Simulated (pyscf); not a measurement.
Optimised with ωB97X-D3(BJ)/def2-SVP in PySCF. Correlated levels are frozen-core, on RHF or UHF. ΔMP2 is the change of the MP2 total energy from the triple- to the quadruple-zeta basis.

Problem. Estimate the classical barrier height and the reaction energy of [H₂N–AlH]• + CH₄ -> H₂N–AlH₂ + CH₃• at CCSD(T)/def2-TZVPP + ΔMP2(QZVPP). The step runs on the doublet surface, breaks C–H and forms Al–H; take the separated reactants as zero.

Solution. ΔE‡ = 30.7 kcal/mol, ΔE = +22.4 kcal/mol. Zero-point energy shifts the barrier by -3.9 kcal/mol. It is a hydrogen abstraction, with an imaginary mode of 860i cm⁻¹. This is the saddle that the search found; another between the same sides may lie lower. The angle at the transferred H is 177°. The CCSD(T) − MP2 part came from Ansatz, without density fitting, on the same reference.
